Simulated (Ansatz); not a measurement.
```yaml
crystal:
  periodic: [false, false, false]
  atoms:
    - {symbol: B, position_ang: [0.000000, 0.000000, -1.322773]}
    - {symbol: C, position_ang: [0.000000, 0.000000, 0.068845]}
    - {symbol: O, position_ang: [0.000000, 0.000000, 1.253928]}
basis:
  gaussian: {orbitals: def2-TZVP}
magnetization: {spin_polarized: true, initial_magnetization: 3}
hamiltonian: {xc: pbe0}
relax: {f_tol: 0.004, max_steps: 80}
```

```sh
$ ansatz run in.yaml --threads 1 --pin off --events-out ev --progress --plain --max-ram 2176MiB
```

Steps of the relaxation (energy above the last step; positions in Å, forces in eV/Å):

```
3
step 1, 34.9 meV
B     0.000    0.000   -1.323    0.000    0.000   -0.774
C     0.000    0.000    0.069    0.000    0.000    2.913
O     0.000    0.000    1.254    0.000    0.000   -2.139
```

```
3
step 2, 2.4 meV
B     0.000    0.000   -1.324    0.000    0.000   -0.327
C     0.000    0.000    0.080    0.000    0.000    0.755
O     0.000    0.000    1.245    0.000    0.000   -0.428
```

```
3
step 3, 0.0 meV
B     0.000    0.000   -1.328    0.000    0.000    0.014
C     0.000    0.000    0.084    0.000    0.000   -0.025
O     0.000    0.000    1.244    0.000    0.000    0.012
```

```
3
step 4, 0.0 meV
B     0.000    0.000   -1.328    0.000    0.000    0.000
C     0.000    0.000    0.084    0.000    0.000    0.000
O     0.000    0.000    1.244    0.000    0.000    0.000
```

Close pairs at the end: C2–O3 1.160 Å, B1–C2 1.412 Å.

A stationary point of unrestricted PBE0 after 4 steps, with ⟨S²⟩ = 3.757 against 3.75 for a pure state; no frequencies were run, so it isn't proven a minimum. 15 s on 1 thread of Arm Neoverse N1, shared host.
